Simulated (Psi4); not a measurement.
**[AlH4]− (SMILES [H][Al-]([H])([H])[H]) at BCCD(T)/LANL2DZ (density fitting, core potential, Cartesian functions)**

What is the energy difference between two shapes of [AlH4]− at BCCD(T)/LANL2DZ (density fitting, core potential, Cartesian functions)? 

The calculation is run with Psi4 1.11.

6 further runs of the same task are left out: 2 that didn't finish, 4 set aside as unsound or not needed.

## Step 1: The structure to begin with

[AlH4]− has 5 atoms, charge -1, and is taken as a singlet. SMILES: `[H][Al-]([H])([H])[H]`. The shape comes from GFN2-xTB, which is rough for such elements, and wasn't checked as a minimum.

Bond lengths: Al1–H2 1.627 Å, Al1–H3 1.628 Å, Al1–H4 1.628 Å, Al1–H5 1.628 Å. Angles: H2–Al1–H3 109.3°, H2–Al1–H4 109.4°, H2–Al1–H5 109.6°, H3–Al1–H4 109.3°, H3–Al1–H5 109.5°, H4–Al1–H5 109.6°.

## Step 2: A single-point energy at BCCD(T)/LANL2DZ (density fitting, core potential, Cartesian functions)

alh4.py

```python
import psi4

psi4.set_memory(1600000000)
psi4.set_num_threads(1)
psi4.set_output_file('run.log', False)

mol = psi4.geometry("""
-1 1
Al    -0.00274010    -0.00204090    -0.00001890
H      0.02430188    -0.03650951     3.07471669
H      2.89135656     0.02456644    -1.04479178
H     -1.46247795     2.52112142    -0.98292215
H     -1.45044039    -2.50713744    -1.04700276
units au
symmetry c1
""")

psi4.set_options(dict(scf_type='df', num_frozen_docc=0))

energy_value, wavefunction = psi4.energy('bccd(t)/LANL2DZ', return_wfn=True)
print('E =', round(energy_value, 9))
```

Started as:

```sh
python alh4.py
```

run.log, shortened:

```text
[...]
    !!!  WARNING: ECP capability is in beta. Please check occupations closely.  !!!
[...]
  Running in c1 symmetry.
[...]
  Nuclear repulsion =    5.095141224406063
[...]
  Multiplicity = 1
[...]
  Nalpha       = 4
  Nbeta        = 4
[...]
    Number of basis functions: 16
[...]
   @DF-RHF iter   1:    -4.18786173748537   -6.67041e-01   6.55734e-03 ADIIS/DIIS
[...]
   @DF-RHF iter   7:    -4.19900800404259   -8.95284e-13   5.17067e-09 DIIS
[...]
    Orbital Energies [Eh]
    ---------------------
    Doubly Occupied:
       1A     -0.357060     2A     -0.182915     3A     -0.182648
       4A     -0.182371
[...]
  @DF-RHF Final Energy:    -4.19900800404259
   => Energetics <=
    Nuclear Repulsion Energy =              5.0951412244060625
    One-Electron Energy =                 -16.7783100187992531
    Two-Electron Energy =                   7.4841607903506038
    Total Energy =                         -4.1990080040425859
[...]
 Multipole Moments:
 ------------------------------------------------------------------------------------
     Multipole            Electronic (a.u.)      Nuclear  (a.u.)        Total (a.u.)
 ------------------------------------------------------------------------------------
 L = 1.  Multiply by 2.5417464519 to convert [e a0] to [Debye]
 Dipole X            :         -0.0167783            0.0105839           -0.0061943
 Dipole Y            :         -0.0123400            0.0078832           -0.0044568
 Dipole Z            :          0.0002238            0.0000584            0.0002822
 Magnitude           :                                                    0.0076363
[...]
      * MP2 total energy                      =   -4.249838744619895
[...]
      * CCSD total energy                     =   -4.270458630390767
[...]
      * CCSD total energy                     =   -4.270478843560761
[...]
      * MP2 total energy                      =   -4.251355420779431
[...]
      * CCSD total energy                     =   -4.270478794315387
[...]
      * CCSD(T) total energy                  =   -4.271212593583904
```

Standard output:

```text
E = -4.271212594
```

Run time: 7.2 s. Hardware: 1 thread of AMD EPYC 9R45 (Zen 5), shared host; peak memory 0.18 GiB.

## Step 3: The distorted shape

alh4.xyz

```xyz
5
AlH4
Al     0.064142     0.051025    -0.110991
H     -0.056150     0.003698     1.711384
H      1.594023    -0.057104    -0.495719
H     -0.772106     1.291685    -0.396503
H     -0.932148    -1.452454    -0.530760
```

run.py

```python
import numpy as np
from ase.calculators.psi4 import Psi4
from ase.io import read

mol = read('alh4.xyz')
calc = Psi4(atoms=mol, method='bccd(t)', basis='LANL2DZ', memory='1600MB', num_threads=1, charge=-1, multiplicity=1, label='psi4-calc')
calc.psi4.set_options({'scf_type': 'df', 'num_frozen_docc': 0})
mol.calc = calc

print(f'energy: {mol.get_potential_energy():.6f} eV')
```

Started as:

```sh
python run.py
```

psi4-calc.dat, shortened:

```text
[...]
    !!!  WARNING: ECP capability is in beta. Please check occupations closely.  !!!
[...]
  Running in c1 symmetry.
[...]
  Nuclear repulsion =    4.928102026908309
[...]
  Multiplicity = 1
[...]
  Nalpha       = 4
  Nbeta        = 4
[...]
    Number of basis functions: 16
[...]
   @DF-RHF iter   1:    -4.16826636473738   -6.84226e-01   6.40575e-03 ADIIS/DIIS
[...]
   @DF-RHF iter   8:    -4.18016045433036   -2.60236e-13   2.86756e-09 DIIS
[...]
    Orbital Energies [Eh]
    ---------------------
    Doubly Occupied:
       1A     -0.357553     2A     -0.216219     3A     -0.173954
       4A     -0.149057
[...]
  @DF-RHF Final Energy:    -4.18016045433036
   => Energetics <=
    Nuclear Repulsion Energy =              4.9281020269083093
    One-Electron Energy =                 -16.4229585166307963
    Two-Electron Energy =                   7.3146960353921253
    Total Energy =                         -4.1801604543303617
[...]
 Multipole Moments:
 ------------------------------------------------------------------------------------
     Multipole            Electronic (a.u.)      Nuclear  (a.u.)        Total (a.u.)
 ------------------------------------------------------------------------------------
 L = 1.  Multiply by 2.5417464519 to convert [e a0] to [Debye]
 Dipole X            :          1.0087148           -0.6174433            0.3912715
 Dipole Y            :          1.0613161           -0.6106199            0.4506961
 Dipole Z            :         -1.7466540            1.0691465           -0.6775074
 Magnitude           :                                                    0.9029046
[...]
      * MP2 total energy                      =   -4.232457057566628
[...]
      * CCSD total energy                     =   -4.254817337271007
[...]
      * CCSD total energy                     =   -4.254828426068038
[...]
      * MP2 total energy                      =   -4.234224953013309
[...]
      * CCSD total energy                     =   -4.254828002435147
[...]
      * CCSD(T) total energy                  =   -4.255650320150560
```

The script printed:

```text
energy: -115.802144 eV
```

Run time: 7.5 s. Hardware: 1 thread of AMD EPYC 9R45 (Zen 5), shared host; peak memory 0.2 GiB.

## Step 4: Results

Level: BCCD(T)/LANL2DZ (density fitting, core potential, Cartesian functions).

| quantity | value |
| --- | --- |
| first shape: total energy | -4.27121 Eh |
| first shape: HOMO energy (Hartree–Fock orbitals) | -4.96 eV |
| first shape: LUMO energy (Hartree–Fock orbitals) | 9.42 eV |
| first shape: HOMO–LUMO gap (to an unbound level, set by the basis) | 14.38 eV |
| first shape: correlation energy | -72.2 mEh |
| distorted shape: total energy | -4.25565 Eh |
| distorted shape: HOMO energy (Hartree–Fock orbitals) | -4.06 eV |
| distorted shape: LUMO energy (Hartree–Fock orbitals) | 8.80 eV |
| distorted shape: HOMO–LUMO gap (to an unbound level, set by the basis) | 12.86 eV |
| distorted shape: correlation energy | -75.5 mEh |
| energy change with the atoms displaced | 0.423 eV |

With the atoms displaced the energy rises by 0.42 eV (40.9 kJ/mol). The first shape isn't relaxed at this level, so the change isn't measured from a minimum.
